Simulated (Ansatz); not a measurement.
```yaml
crystal:
  periodic: [false, false, false]
  atoms:
    - {symbol: Mo, position_ang: [0.000000, 0.000000, -1.594002]}
    - {symbol: N, position_ang: [0.000000, 0.000000, 0.234405]}
    - {symbol: N, position_ang: [0.000000, 0.000000, 1.359597]}
basis:
  gaussian: {orbitals: def2-TZVP}
total_charge: 1
magnetization: {spin_polarized: true, initial_magnetization: 1}
hamiltonian: {xc: pbe0}
relax: {f_tol: 0.004, max_steps: 80}
```

```sh
$ ansatz run in.yaml --threads 1 --pin off --events-out ev --progress --plain --max-ram 2176MiB
```

Steps of the relaxation (energy above the last step; positions in Å, forces in eV/Å):

```
3
step 1, 330.6 meV
Mo    0.000    0.000   -1.594    0.012    0.001   -3.512
N     0.000    0.000    0.234   -0.033   -0.001    5.273
N     0.000    0.000    1.360    0.020    0.001   -1.761
```

```
3
step 2, 91.6 meV
Mo    0.000    0.000   -1.648    0.005    0.000   -1.581
N    -0.001    0.000    0.269   -0.010    0.001    2.412
N     0.001    0.000    1.380    0.005    0.000   -0.831
```

```
3
step 3, 4.5 meV
Mo    0.001    0.000   -1.706   -0.002    0.000   -0.308
N    -0.003    0.000    0.304    0.007    0.001    0.145
N     0.002    0.000    1.402   -0.005   -0.001    0.163
```

```
3
step 5, 0.0 meV
Mo    0.001    0.000   -1.727   -0.002    0.000    0.006
N    -0.003    0.000    0.314    0.007    0.001   -0.094
N     0.002    0.000    1.412   -0.004    0.000    0.088
```

```
3
step 8, 0.0 meV
Mo    0.001    0.000   -1.726    0.000    0.000    0.000
N    -0.001    0.000    0.314    0.000    0.000   -0.001
N     0.001    0.000    1.412    0.000    0.000    0.001
```

Close pairs at the end: N2–N3 1.098 Å, Mo1–N2 2.040 Å, Mo1–N3 3.138 Å.

A stationary point of unrestricted PBE0 after 8 steps, with ⟨S²⟩ = 2.520 against 0.75 for a pure state; no frequencies were run, so it isn't proven a minimum. 8.7 min on 1 thread of Intel Xeon Platinum 8488C, shared host.
